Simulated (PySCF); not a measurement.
Compound: diiminomethane, CH2N2.
Numbering: `[NH:1]=[C:2]=[NH:3]` (hydrogens: H4 on N1; H5 on N3)

Structure used (PBE0-D3(BJ)/def2-SVP), in Å, numbered top down from 1:
```
atom  x, y, z in Å
N1    -1.251   -0.353    0.010
C2    -0.084    0.004   -0.017
N3     1.125    0.169   -0.084
H4    -1.964    0.194   -0.462
H5     1.601    0.736    0.611
```

Theory: EOM-EE-CCSD/aug-cc-pVDZ in PySCF, restricted Hartree–Fock reference, frozen core, non-relativistic, gas phase, PBE0-D3(BJ)/def2-SVP geometry.

Question: What does EOM-EE-CCSD give for the lowest vertical excitations?

Answer: 
| state | E (eV) | λ (nm) | main singles (HF orbitals, share of the singles part) |
| --- | --- | --- | --- |
| singlet 1 | 6.83 | 182 | HOMO-1→LUMO 30 %, HOMO-1→LUMO+4 20 %, HOMO-1→LUMO+6 13 % |
| singlet 2 | 6.84 | 181 | HOMO→LUMO 43 %, HOMO→LUMO+4 16 %, HOMO-1→LUMO+7 12 % |
| singlet 3 | 6.90 | 180 | HOMO→LUMO+7 34 %, HOMO-1→LUMO 33 %, HOMO-1→LUMO+6 19 % |
| singlet 4 | 6.96 | 178 | HOMO→LUMO+6 35 %, HOMO→LUMO 27 %, HOMO-1→LUMO+7 26 % |
| triplet 1 | 5.98 | 207 | HOMO→LUMO+6 39 %, HOMO-1→LUMO+7 30 % |
| triplet 2 | 6.32 | 196 | HOMO-1→LUMO+6 35 %, HOMO→LUMO+7 33 % |

Question: What is the vertical gap between the lowest excited singlet and the lowest triplet?

Answer: 6.83 − 5.98 = 0.85 eV (82 kJ/mol).

The first EOM-IP-CCSD ionisation energy is 10.71 eV, 3.75 eV above the highest singlet listed and 3.88 eV above the lowest.

T1 diagnostic 0.017. EOM-CCSD puts states of mainly double-excitation character too high. An iterative search for so few roots can pass over a low state.

Hardware: an Arm Neoverse V1 with one thread, shared host. Cost: 2.3 min, 0.66 GiB resident at most.
